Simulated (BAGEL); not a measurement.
**B3LYP/aug-cc-pVDZ (density fitting with qzvpp-jkfit) run of CH5BN− (SMILES [BH3-]N=C)**

What is the energy change on altering one bond length of CH5BN− at B3LYP/aug-cc-pVDZ (density fitting with qzvpp-jkfit)? 

The results are computed with BAGEL 1.2.2.

## Step 1: The molecule

CH5BN−: 8 atoms, total charge -1, spin state singlet. SMILES: `[BH3-]N=C`. The shape is that of a GFN2-xTB optimisation.

Bond lengths: B1–N2 1.547 Å, N2–C3 1.237 Å, B1–H4 1.227 Å, B1–H5 1.222 Å, B1–H6 1.227 Å, C3–H7 1.118 Å, C3–H8 1.106 Å. Angles: B1–N2–C3 122.9°, N2–B1–H4 109.8°, N2–B1–H5 108.3°, N2–B1–H6 109.4°, N2–C3–H7 126.8°, N2–C3–H8 120.8°, H4–B1–H5 110.1°, H4–B1–H6 109.4°, H5–B1–H6 109.9°, H7–C3–H8 112.4°.

## Step 2: A single-point energy at B3LYP/aug-cc-pVDZ (density fitting with qzvpp-jkfit)

File dft.json:

```json
{ "bagel" : [

{
  "title" : "molecule",
  "basis" : "aug-cc-pvdz.json",
  "df_basis" : "qzvpp-jkfit",
  "angstrom" : true,
  "geometry" : [
    { "atom" : "B", "xyz" : [    0.165600,    1.032650,    0.317000 ] },
    { "atom" : "N", "xyz" : [    0.676790,   -0.343350,   -0.170270 ] },
    { "atom" : "C", "xyz" : [   -0.078150,   -1.293200,   -0.410600 ] },
    { "atom" : "H", "xyz" : [   -0.623460,    1.495860,   -0.501040 ] },
    { "atom" : "H", "xyz" : [    1.127090,    1.777360,    0.440280 ] },
    { "atom" : "H", "xyz" : [   -0.400090,    0.897810,    1.397340 ] },
    { "atom" : "H", "xyz" : [   -1.192360,   -1.302570,   -0.318090 ] },
    { "atom" : "H", "xyz" : [    0.324580,   -2.264550,   -0.754640 ] }
  ]
},
{
  "title" : "ks",
  "xc_func" : "b3lyp",
  "charge" : -1
},
{
  "title" : "print",
  "file" : "orbitals.molden",
  "orbitals" : true
}

]}
```

The basis set aug-cc-pVDZ is read from a file made from the Basis Set Exchange's data (not shown).

Launch:

```sh
$ BAGEL_NUM_THREADS=1 BAGEL dft.json > dft.out
```

The log of the run:

```text
* using 1 threads per process

  ===============================================================
  ===============================================================

  *** Geometry ***

  { "atom" : "B", "xyz" : [      0.312939,      1.951426,      0.599043 ] },
  { "atom" : "N", "xyz" : [      1.278948,     -0.648837,     -0.321764 ] },
  { "atom" : "C", "xyz" : [     -0.147682,     -2.443794,     -0.775922 ] },
  { "atom" : "H", "xyz" : [     -1.178169,      2.826766,     -0.946828 ] },
  { "atom" : "H", "xyz" : [      2.129891,      3.358724,      0.832009 ] },
  { "atom" : "H", "xyz" : [     -0.756061,      1.696615,      2.640590 ] },
  { "atom" : "H", "xyz" : [     -2.253234,     -2.461501,     -0.601103 ] },
  { "atom" : "H", "xyz" : [      0.613367,     -4.279379,     -1.426063 ] },

  Number of auxiliary basis functions:      317

  Since a DF basis is specified, we compute 2- and 3-index integrals:
    o Being stored without compression. Storage requirement is 0.033 GB

  Number of basis functions:      114
  Number of electrons      :       23

    * METHOD: MOLECULE                             0.23

  *** Kohn-Sham DFT ***

    * Removing 13558 points whose weight is below 1.00e-10
    * Grid points: 105690

  === Nuclear Repulsion ===
    63.9412384149

       - DIIS with orbital gradients will be used.

  === KS iteration (b3lyp / aug-cc-pvdz.json) ===
      0        -92.95856887          0.08902955           0.56
      1        -86.22548857          0.10209074           0.53
      2        -93.69041205          0.10109153           0.46
      3       -118.96772049          0.06004681           0.55
      4       -117.11100830          0.07701681           0.62
      5       -118.96094399          0.05691489           0.56
      6       -117.16198231          0.07876487           0.54
      7       -101.30765409          0.19472042           0.49
      8       -120.57187964          0.01948789           0.48
      9       -120.67226985          0.01272951           0.46
     10       -120.72372057          0.00561349           0.47
     11       -120.73634819          0.00225734           0.46
     12       -120.73876825          0.00024977           0.45
     13       -120.73879729          0.00009302           0.51
     14       -120.73880100          0.00001765           0.62
     15       -120.73880109          0.00001249           0.63
     16       -120.73880116          0.00000226           0.58
     17       -120.73880116          0.00000103           0.49
     18       -120.73880116          0.00000048           0.45
     19       -120.73880116          0.00000013           0.46
     20       -120.73880116          0.00000003           0.51
     21       -120.73880116          0.00000001           0.46
    * SCF iteration converged.

    * Permanent dipole moment:
           (    0.278814,     1.641473,     0.501425) a.u.

    * METHOD: KS                                  12.22

    * METHOD: PRINT                                0.02

  ===============================================================
```

It took 13 s on 1 thread of Intel Xeon Platinum 8375C at 2.90GHz (Ice Lake), shared host; peak memory 0.53 GiB.

## Step 3: The distorted shape, same level

File dft.json:

```json
{ "bagel" : [

{
  "title" : "molecule",
  "basis" : "aug-cc-pvdz.json",
  "df_basis" : "qzvpp-jkfit",
  "angstrom" : true,
  "geometry" : [
    { "atom" : "B", "xyz" : [    0.250475,    1.052881,    0.154907 ] },
    { "atom" : "N", "xyz" : [    0.761665,   -0.323119,   -0.332363 ] },
    { "atom" : "C", "xyz" : [    0.006725,   -1.272969,   -0.572693 ] },
    { "atom" : "H", "xyz" : [   -0.538585,    1.516091,   -0.663133 ] },
    { "atom" : "H", "xyz" : [    1.211965,    1.797591,    0.278187 ] },
    { "atom" : "H", "xyz" : [   -0.400090,    0.897810,    1.397340 ] },
    { "atom" : "H", "xyz" : [   -1.107485,   -1.282339,   -0.480183 ] },
    { "atom" : "H", "xyz" : [    0.409455,   -2.244319,   -0.916733 ] }
  ]
},
{ "title" : "ks", "xc_func" : "b3lyp", "charge" : -1 },
{ "title" : "print", "file" : "orbitals.molden", "orbitals" : true }

]}
```

The basis set aug-cc-pVDZ is read from a file made from the Basis Set Exchange's data (not shown).

Launch:

```sh
$ BAGEL_NUM_THREADS=1 BAGEL dft.json > dft.out
```

The log of the run:

```text
* using 1 threads per process

  ===============================================================
  ===============================================================

  *** Geometry ***

  { "atom" : "B", "xyz" : [      0.473329,      1.989657,      0.292732 ] },
  { "atom" : "N", "xyz" : [      1.439338,     -0.610606,     -0.628075 ] },
  { "atom" : "C", "xyz" : [      0.012708,     -2.405563,     -1.082233 ] },
  { "atom" : "H", "xyz" : [     -1.017778,      2.864997,     -1.253140 ] },
  { "atom" : "H", "xyz" : [      2.290282,      3.396955,      0.525697 ] },
  { "atom" : "H", "xyz" : [     -0.756061,      1.696615,      2.640590 ] },
  { "atom" : "H", "xyz" : [     -2.092843,     -2.423270,     -0.907414 ] },
  { "atom" : "H", "xyz" : [      0.773758,     -4.241148,     -1.732374 ] },

  Number of auxiliary basis functions:      317

  Since a DF basis is specified, we compute 2- and 3-index integrals:
    o Being stored without compression. Storage requirement is 0.033 GB

  Number of basis functions:      114
  Number of electrons      :       23

    * METHOD: MOLECULE                             0.15

  *** Kohn-Sham DFT ***

    * Removing 13356 points whose weight is below 1.00e-10
    * Grid points: 105892

  === Nuclear Repulsion ===
    63.4803714929

       - DIIS with orbital gradients will be used.

  === KS iteration (b3lyp / aug-cc-pvdz.json) ===
      0        -92.99814631          0.08869621           0.42
      1        -86.60102139          0.09830299           0.56
      2        -93.79772191          0.10098591           0.41
      3       -118.38192538          0.06308219           0.41
      4       -117.67217387          0.07695239           0.47
      5       -118.28661528          0.06437001           0.40
      6       -117.04365943          0.08085347           0.39
      7        -91.92844542          0.15507914           0.40
      8       -120.63467945          0.01442940           0.43
      9       -120.53781397          0.02217019           0.41
     10       -120.72262954          0.00448905           0.42
     11       -120.73046149          0.00223646           0.40
     12       -120.73242782          0.00056985           0.39
     13       -120.73257112          0.00013630           0.39
     14       -120.73257940          0.00001755           0.40
     15       -120.73257953          0.00000527           0.46
     16       -120.73257954          0.00000065           0.45
     17       -120.73257954          0.00000064           0.42
     18       -120.73257954          0.00000010           0.40
     19       -120.73257954          0.00000003           0.40
     20       -120.73257954          0.00000001           0.39
    * SCF iteration converged.

    * Permanent dipole moment:
           (    0.190234,     1.661742,     0.709484) a.u.

    * METHOD: KS                                   9.64

    * METHOD: PRINT                                0.02

  ===============================================================
```

It took 10 s on 1 thread of Intel Xeon Platinum 8375C at 2.90GHz (Ice Lake), shared host; peak memory 0.53 GiB.

## Step 4: Outcome

At B3LYP/aug-cc-pVDZ (density fitting with qzvpp-jkfit):

| quantity | value |
| --- | --- |
| first shape: total energy | -120.73880 Eh |
| first shape: HOMO energy | -0.74 eV |
| first shape: LUMO energy | 3.00 eV |
| first shape: HOMO–LUMO gap (to an unbound level, set by the basis) | 3.73 eV |
| distorted shape: total energy | -120.73258 Eh |
| distorted shape: HOMO energy | -0.84 eV |
| distorted shape: LUMO energy | 2.98 eV |
| distorted shape: HOMO–LUMO gap (to an unbound level, set by the basis) | 3.82 eV |
| energy change with the B1–H6 bond stretched from 1.227 to 1.411 Å | 0.169 eV |

In words: With the B1–H6 bond stretched from 1.227 to 1.411 Å the energy rises by 0.17 eV (16.3 kJ/mol). The first shape isn't relaxed at this level, so the change isn't measured from a minimum.
